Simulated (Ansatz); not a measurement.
System: corundum Cr₂O₃. Method: RPBE (plane waves, PAW; Ansatz, a quantum-chemistry and plane-wave program).

Numerical settings: plane-wave cutoff 520 eV, 8×8×8 k mesh, Fermi–Dirac smearing 0.01 eV, spin-polarised with opposed moments, scalar-relativistic PAW data made under PBE.

Cell (measured lattice):

```yaml
crystal:
  lattice:
    - [2.47500, 1.42894, 4.52667]
    - [-2.47500, 1.42894, 4.52667]
    - [0.00000, -2.85788, 4.52667]
  atoms:
    - { symbol: Cr, position: [0.84502, 0.84502, 0.84502], spin: -3.0 }
    - { symbol: Cr, position: [0.34502, 0.34502, 0.34502], spin: -3.0 }
    - { symbol: Cr, position: [0.15498, 0.15498, 0.15498], spin: 3.0 }
    - { symbol: Cr, position: [0.65498, 0.65498, 0.65498], spin: 3.0 }
    - { symbol: O, position: [0.43876, 0.06124, 0.75000] }
    - { symbol: O, position: [0.06124, 0.75000, 0.43876] }
    - { symbol: O, position: [0.56124, 0.93876, 0.25000] }
    - { symbol: O, position: [0.25000, 0.56124, 0.93876] }
    - { symbol: O, position: [0.93876, 0.25000, 0.56124] }
    - { symbol: O, position: [0.75000, 0.43876, 0.06124] }
```

Task: What does this level give for the band gap, smallest direct gap on the k points sampled, direct gap at Γ and magnetic moment (largest site, within a sphere)?

Result: 
band gap: 1.69 eV (indirect)
smallest direct gap on the k points sampled: 1.72 eV
direct gap at Γ: 1.98 eV
magnetic moment (largest site, within a sphere): 2.24 μB

Measured, for comparison: band gap 3.3 ± 0.1 eV (temperature not stated, not corrected to a static lattice, middle of the range; as tabulated in Medasani et al. (2019), arXiv:1904.04625). Computed (rounded) less measured: band gap -1.61 eV.

Note: cell and atoms aren't relaxed at this level (largest force component 0.21 eV/Å, pressure 9.1 GPa); without U or exact exchange, gaps and moments of open d shells tend to come out too small.

Spins in the cell block are starting values.

Moments are spin moments.

The result took around 2.0 core-minutes (rough).
